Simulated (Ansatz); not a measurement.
A made-up structure of CH4BN, closed shell:

```json
{"atom": "C1", "x (Å)": "-0.6724", "y (Å)": "0.4697", "z (Å)": "-0.5468"}
{"atom": "B2", "x (Å)": "0.3742", "y (Å)": "-0.2615", "z (Å)": "0.3040"}
{"atom": "N3", "x (Å)": "1.2184", "y (Å)": "-0.8508", "z (Å)": "0.9905"}
{"atom": "H4", "x (Å)": "-1.4775", "y (Å)": "-0.2073", "z (Å)": "-0.8402"}
{"atom": "H5", "x (Å)": "-0.2219", "y (Å)": "0.8732", "z (Å)": "-1.4561"}
{"atom": "H6", "x (Å)": "0.5914", "y (Å)": "-0.4906", "z (Å)": "1.4098"}
{"atom": "H7", "x (Å)": "1.8936", "y (Å)": "-1.3230", "z (Å)": "1.5400"}
```

It is relaxed with PBE-D4/def2-SVP and then PBE0-D4/def2-TZVP (Ansatz 0.2.0). Atoms count as bonded within 1.22 times the sum of their covalent radii (H–H: 0.88 Å). The end point is not checked to be a true minimum.

Question: Does its bonding change? (A judgement: the text doesn't fix the answer.)

Answer: Computed: Yes. Formed: none; broken: B2–H6.

Where it ends: The first stage lowers the energy by 5.18 eV in 14 steps. It ends as CH₄BN ([CH2][B][NH2]):
| atom | x (Å) | y (Å) | z (Å) |
| --- | --- | --- | --- |
| C1 | -0.5658 | 0.1811 | -0.8135 |
| B2 | 0.2542 | -0.2615 | 0.2134 |
| N3 | 1.0610 | -0.6969 | 1.2237 |
| H4 | -1.5312 | -0.2683 | -1.0159 |
| H5 | -0.2832 | 0.9991 | -1.4661 |
| H6 | 1.0197 | -0.3244 | 2.1579 |
| H7 | 1.7511 | -1.4195 | 1.1019 |

Labels in which every atom is bracketed show which atoms are joined, not bond orders.

For scale, one of the runs: PBE0-D4/def2-TZVP relaxation, 117 basis functions, launched by `ansatz run in.yaml --threads 2 --pin off --events-out ev --progress --plain --max-ram 4352MiB`. The run took about 11 s on 2 CPU threads of an Arm Neoverse V1 (shared host).
